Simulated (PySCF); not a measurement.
Compound: CF₄.
SMILES: `FC(F)(F)F`

Method used: PySCF, PBE0-D3(BJ)/def2-SVP geometry optimisation, gas phase.

Take the most abundant isotopes and a rigid rotor. 

**Question.** Give the principal moments of inertia and the rotational constants in MHz.

**Answer.** Ia = 87.66, Ib = 87.67, Ic = 87.76 u·Å²; 505379 MHz·u·Å²/I gives A = 5765, B = 5764, C = 5759 MHz.

**Question.** What kind of rotor is it?

**Answer.** A spherical top, as the point group Td requires three equal moments; the computed ones differ by 0.11 % because the geometry is symmetric only within the optimiser's tolerance.

The point group Td allows no dipole (computed: 0.00 D), so a rigid rotor has no electric-dipole lines.

**Question.** Estimate the classical rotational partition function at 200 K, 298.15 K and 500 K.

**Answer.** Point group Td, symmetry number σ = 12; q = (√π/σ)·√((kT/h)³/(ABC)), k/h = 20836.6 MHz/K: 2870 at 200 K, 5230 at 298.15 K, 11400 at 500 K.

Not checked by PBE0-D3(BJ)/def2-SVP frequencies. Constants of a rigid frame at the computed geometry: no zero-point averaging, no centrifugal distortion.
